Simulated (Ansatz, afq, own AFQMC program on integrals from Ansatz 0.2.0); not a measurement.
Two steps: Ansatz 0.2.0 writes the Fock matrix and Cholesky factors of the valence space, and afq projects on them the lowest state that overlaps trial and start.

```yaml
crystal:
  periodic: [false, false, false]
  atoms:
    - {symbol: B, position_ang: [0.000000, 0.000000, 1.047675]}
    - {symbol: C, position_ang: [0.000000, 0.000000, -0.883325]}
    - {symbol: H, position_ang: [0.000000, 0.000000, 2.222984]}
    - {symbol: H, position_ang: [0.000000, 0.915866, -1.467205]}
    - {symbol: H, position_ang: [0.000000, -0.915866, -1.467205]}
basis:
  gaussian: {orbitals: cc-pVDZ}
magnetization: {spin_polarized: false}
correlation: {method: ccsd_t, electrons: outside_noble_gas, hamiltonian_folder: ham}
```

```sh
$ ansatz run in.yaml --threads 1 --pin off --events-out ev --progress --plain --max-ram 1382MiB
```

Options of the walk:

```
--method phaseless --trial cisd --walkers 60 --populations 1 --least-time 40 --time-step 0.005 --steps-per-block 50 --equilibration-blocks 40 --max-blocks 300 --target-error 0.00076 --factor-cut 1e-05 --seed 9936 --release-times 0.24,0.51,0.99,1.62,2.4 --release-step 0.03 --release-every 4 --taylor-order 6
```

Times are imaginary, in 1/Eh. The walk had a cap of 1579 s.

Log:

```
orbitals 41  electrons 5 5  factors 317 of 396
reference energy -64.08710000 Eh
CCSD correlation -0.26863846 Eh in 11 cycles, weight of the determinant in the CISD state 0.8240
energy of the start -64.355738 Eh
 block  time / (1/Eh)  mean weight  energy / Eh
     1     0.250  0.9999  -64.352619
     2     0.500  1.0000  -64.356914
     3     0.750  0.9998  -64.356846
     4     1.000  0.9999  -64.358026
     5     1.250  1.0007  -64.358855
     7     1.750  0.9985  -64.359966
     9     2.250  1.0001  -64.360617
    11     2.750  1.0006  -64.366427
    21     5.250  0.9970  -64.358477
    31     7.750  1.0018  -64.357705
    41    10.250  1.0018  -64.375908
    51    12.750  0.9987  -64.360587
    61    15.250  1.0012  -64.363763
    71    17.750  0.9975  -64.370897
    81    20.250  1.0018  -64.368758
    91    22.750  0.9987  -64.372903
   101    25.250  1.0011  -64.375805
   111    27.750  0.9997  -64.364505
   121    30.250  0.9990  -64.368678
   131    32.750  1.0004  -64.365827
   141    35.250  0.9993  -64.358774
   151    37.750  1.0002  -64.385222
   161    40.250  1.0006  -64.373290
   171    42.750  1.0001  -64.369411
   181    45.250  1.0000  -64.362688
   191    47.750  1.0005  -64.371710
   201    50.250  0.9987  -64.389768
   206    51.500  1.0004  -64.363289
blocks merged  error / Eh  count
     1  0.000557  170
     2  0.000643  85
     4  0.000687  42
     8  0.000753  21
    16  0.000867  10
released: time / (1/Eh)  energy / Eh  error  mean overlap
  0.24  -64.370483  0.000854  1.0012
  0.51  -64.371474  0.001071  1.0134
  0.99  -64.370942  0.001445  1.0318
  1.62  -64.371839  0.001080  1.0182
  2.40  -64.374126  0.002119  0.9679
energy -64.369514 +/- 0.000753 Eh
(rows thinned)
```

The run passed its tests (sampling time, drift between the halves within three errors, error under three times the target), which doesn't prove that it has relaxed.

Against this walk (error 20.5 meV) on the same determinant: CCSD(T) 23.0 meV lower (within the noise), CCSDT(Q) 88.5 meV lower. The error is statistical and leaves out the bias of the constraint. None of these is a sure reference here. Released to 1.62 1/Eh the energy moves by -63 ± 36 meV (both errors), within twice the noise.

Cautions: constraint bias not in the error; higher spins were not checked; restricted determinant unstable towards unrestricted (UHF 1.09 eV lower, ⟨S²⟩ 0.89); strong correlation (T1 0.030, weight of the determinant 0.82, largest double 0.25); the bias of populations of 60 walkers isn't removed.

The walk took 2.2 min on 1 thread of Intel(R) Xeon(R) Platinum 8488C (Sapphire Rapids), with other jobs on the host. The log's last line is the phaseless energy.

CCSDT and higher add their correlation energy to the determinant of the CCSD(T) run, since their own runs factorise the integrals more tightly (a shift of under 2 meV). A walk keeps the symmetry of its determinant, which the program's search chose and which needn't be the lowest solution, so a lower state of the same spin and another symmetry isn't excluded.
